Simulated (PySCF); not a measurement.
**Molecular orbitals of LiAl**

PBE0 at R = 2.901 Å; PySCF, no relativity, basis sets Li def2-TZVP, Al def2-TZVP. State: triplet, unpaired electrons π ↑↑, a second solution, started from another occupation. Only the outer orbitals are listed, counted within each symmetry.

```
spin  orbital  occ.  ε (eV)  on Li (%)            main shells (%)
   α       4σ     1  -57.74        100                   100 Li s
   α       5σ     1   -8.53          5                    95 Al s
   α       2π     1   -3.36         19           80 Al p, 19 Li p
   α       2π     1   -3.36         19           80 Al p, 19 Li p
   α       6σ     0   -2.98         62           62 Li s, 34 Al p
   α       7σ     0   -1.55         63  37 Al p, 35 Li p, 28 Li s
   α       3π     0   -0.37         79           79 Li p, 20 Al p
   β       4σ     1  -57.71        100                   100 Li s
   β       5σ     1   -7.27          6                    92 Al s
   β       6σ     0   -2.40         54           54 Li s, 41 Al p
   β       7σ     0   -1.02         69  37 Li s, 33 Li p, 31 Al p
   β       2π     0   -0.87         45           55 Al p, 45 Li p
```

Task: Which are the highest filled and the lowest empty level, where do they sit, and how wide is the gap?

Result: Highest filled α 2π at -3.36 eV (in %: 80 Al p, 19 Li p); lowest empty α 6σ at -2.98 eV (in %: 62 Li s, 34 Al p); the gap at PBE0 is 0.38 eV.

* bond order (Mayer): 0.83
* ⟨S²⟩: 2.006
* charge on Li (Mulliken, basis-dependent): 0.50
* charge on Li (Löwdin, basis-dependent): 0.26
* dipole moment (positive dipole means Li(−)Al(+)): -5.76 D
